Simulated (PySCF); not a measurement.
Reaction (SMILES): CCO + H+ → C([OH2+])C
B3LYP-D3(BJ)/def2-TZVP geometries, fixed; electronic energies without zero-point terms; positive where energy is released.
Largest species:
```xyz
10

C      1.2415    -0.3849    -0.0245
C      0.1316     0.6140    -0.0055
O     -1.2155    -0.1823    -0.0432
H     -2.0171     0.3730    -0.0073
H      0.0737     1.2204     0.8948
H      0.0492     1.2148    -0.9063
H      2.1778     0.1793    -0.0373
H      1.2551    -1.0063     0.8727
H      1.2131    -1.0075    -0.9176
H     -1.2663    -0.8904     0.6264
```
Charge +1, spin multiplicity 1.

Effect of the grid level at r2SCAN/def2-TZVP with PySCF, against the last row, where the proton affinity is 193.26 kcal/mol. Species with rotatable bonds are taken in one conformer. Cost is core time over that of grids.level: 0, rough, on shared machines of one kind.

```
setting         grid points, largest species  largest shift of a total energy (mEh)  shift of the proton affinity (kcal/mol)  cost
--------------  ----------------------------  -------------------------------------  ---------------------------------------  ----
grids.level: 0                          7600                                  7.886                                    1.744    1×
grids.level: 1                         32848                                  0.623                                    0.030    1×
grids.level: 2                         71232                                 -0.153                                   -0.005    2×
grids.level: 3                        110976                                  0.014                                    0.000    2×
grids.level: 4                        195432                                  0.010                                    0.001    4×
grids.level: 5                        293720                                  0.000                                    0.000    5×
grids.level: 7                        610904                                  0.000                                    0.000    9×
```

Within 0.3 kcal/mol in the proton affinity: grids.level: 1; grids.level: 2; grids.level: 3; grids.level: 4; grids.level: 5. The largest shift is 7.886 mEh in a total energy and 1.744 kcal/mol in the difference.
